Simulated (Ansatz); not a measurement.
Gas-phase reaction in SMILES: C#N (CHN) [formonitrile] -> [C]#N + H atom (the C-H bond breaks)

Property: bond dissociation energy (enthalpy at 298 K), in kcal/mol. Terms: no dispersion term unless named; LANL2DZ all-electron up to Ne; 6-311+G** with 5d; 6-31G* and kin with 6d, 5d where marked; spin-orbit terms left out; non-relativistic; UHF or UKS for open shells. Ab initio and DFT rows: single points at B3LYP-D3(BJ) geometries (Ansatz, a program for electronic structure), with unscaled harmonic terms from B3LYP/6-31G* at its own minima.

Measured values: Active Thermochemical Tables 1.112 (ions: stationary electron), as tabulated in the package chemicals; G2/97 table in ASE (Curtiss et al.); they hold spin-orbit and core effects, anharmonicity. 

Value to compare with, the measured value: 126.1 kcal/mol.

```json
[
 {"level": "B3LYP/STO-3G", "program": "Ansatz", "bond dissociation energy (enthalpy at 298 K) (kcal/mol)": "139.0", "error": "12.9"},
 {"level": "B3LYP/3-21G", "program": "Ansatz", "bond dissociation energy (enthalpy at 298 K) (kcal/mol)": "129.4", "error": "3.3"},
 {"level": "B3LYP/LANL2DZ", "program": "Ansatz", "bond dissociation energy (enthalpy at 298 K) (kcal/mol)": "128.0", "error": "1.9"},
 {"level": "B3LYP/6-31G", "program": "Ansatz", "bond dissociation energy (enthalpy at 298 K) (kcal/mol)": "127.5", "error": "1.4"},
 {"level": "B3LYP/6-31G*", "program": "Ansatz", "bond dissociation energy (enthalpy at 298 K) (kcal/mol)": "126.3", "error": "0.2"},
 {"level": "B3LYP/6-31+G*", "program": "Ansatz", "bond dissociation energy (enthalpy at 298 K) (kcal/mol)": "126.6", "error": "0.5"},
 {"level": "B3LYP/6-31G**", "program": "Ansatz", "bond dissociation energy (enthalpy at 298 K) (kcal/mol)": "127.5", "error": "1.4"},
 {"level": "B3LYP/def2-SVP", "program": "Ansatz", "bond dissociation energy (enthalpy at 298 K) (kcal/mol)": "127.2", "error": "1.1"},
 {"level": "B3LYP/cc-pVDZ", "program": "Ansatz", "bond dissociation energy (enthalpy at 298 K) (kcal/mol)": "125.5", "error": "-0.6"},
 {"level": "B3LYP/6-311+G**", "program": "Ansatz", "bond dissociation energy (enthalpy at 298 K) (kcal/mol)": "128.1", "error": "2.0"},
 {"level": "B3LYP/def2-TZVPD", "program": "Ansatz", "bond dissociation energy (enthalpy at 298 K) (kcal/mol)": "127.9", "error": "1.8"}
]
```

Among the 10 habitual levels, B3LYP/STO-3G lies farthest from the measured value (12.9 kcal/mol); 9 of 10 lie above it, and their mean absolute error is 2.5 kcal/mol, the median 1.4. One case shows no general order.

The sets are all those run for this method; runs whose electronic state is in doubt are left out.
